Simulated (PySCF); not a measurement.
AlH2Cl, optimised at GFN2-xTB:

```xyz
4

Al     0.3072    -0.0948    -0.2690
Cl    -0.1073     0.8925    -1.9743
H     -0.1786    -1.5326    -0.0234
H      1.1278     0.5458     0.8623
```

Energies from PySCF (xtb for GFN2), thermal terms from the rigid-rotor harmonic-oscillator model, ideal gas at 1 bar. 6-31G* has spherical d functions here. All species are closed-shell singlets. B3LYP is the form with VWN-RPA correlation. AlH2Cl: computed as isolated molecules; such fragments, hydroxides, amides, oligomers or adducts are transient or little studied in the gas.

Problem. List the harmonic frequencies (cm⁻¹, unscaled) at this level and at the other levels, each on its own geometry.

Solution. 
- GFN2-xTB: 400, 576, 615, 812, 1827, 1835
- B3LYP/6-31G*: 513, 515, 601, 781, 1973, 1994
- HF/6-31G*: 535, 549, 649, 837, 2077, 2086
- PBE/def2-SVP: 509, 518, 590, 770, 1905, 1924
- PBE0/def2-TZVP: 508, 526, 600, 776, 1961, 1976
